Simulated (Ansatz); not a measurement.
# Point defect: Li interstitial in Si

These are results of Ansatz 0.2.0, DFT PBE, scalar-relativistic, plane waves, PAW, not measurements. Settings: 420 eV cutoff, 2×2×2 k-mesh, shifted by half a step, Gaussian smearing of 0.01 eV, collinear spin in charge 0 alone.

Host crystal, relaxed:

```cif
data_structure
_symmetry_space_group_name_H-M 'P 1'
_symmetry_Int_Tables_number 1
_cell_length_a 3.8679
_cell_length_b 3.8679
_cell_length_c 3.8679
_cell_angle_alpha 60.000
_cell_angle_beta 60.000
_cell_angle_gamma 60.000
_cell_volume 40.92
loop_
_atom_site_label
_atom_site_type_symbol
_atom_site_fract_x
_atom_site_fract_y
_atom_site_fract_z
_atom_site_occupancy
Si1 Si 0.75000 0.75000 0.75000 1
Si2 Si 0.50000 0.50000 0.50000 1
```

Supercell of 32 atoms, rows in host cell vectors: -1 -1 3; 3 -1 -1; -1 3 -1. Atoms relax at the host's cell from a start displaced at random by 0.06 Å near the defect, so other minima may exist. The cell is small, so energies carry finite-size errors of tenths of an eV. The host's Kohn–Sham gap is 0.61 eV. Atoms are taken from and returned to the elements' standard states. Charged cells are corrected for image charges with the computed static dielectric tensor (mean 13.0) and aligned with the host's potential at far atoms (alignment terms reach 0.09 eV). No band-filling term is added, and the Fermi level counts from the host's valence band top.

Defect: Li interstitial at (0.000, 0.000, 0.000) of the host cell.

(1) What is the formation energy of the neutral defect?

(2) Does the neutral defect carry a moment, and how do its surroundings relax?

(3) Charges +1, 0 were computed. Which is stable where in the gap?

Answers

(1) 0.17 eV.

(2) It changes the cell's moment by 0.50 μB (a fraction, from partly filled bands). The nearest neighbours before are 4 Si at 2.37 Å, 6 Si at 2.73 Å; after relaxation the atoms near the site are 4 Si at 2.45 Å, 2 Si at 2.74 Å, 4 Si at 2.75 Å; the largest move is 0.08 Å.

(3) Among the charges computed the stable one is +1 at the valence band top, changing to 0 at 0.46 eV. In charge 0 the cell has partly filled bands: a level of the defect may be part filled, the carrier may sit in the host's bands, or levels may cross between the k points, so transitions that involve it are doubtful. Other sites of the defect weren't tried. Levels between neighbouring charges: (+1/0) 0.46 eV.

Cost: 3 runs of about 9.3 core-minutes in all, on Intel Xeon Platinum 8259CL (Skylake/Cascade Lake) (shared hosts).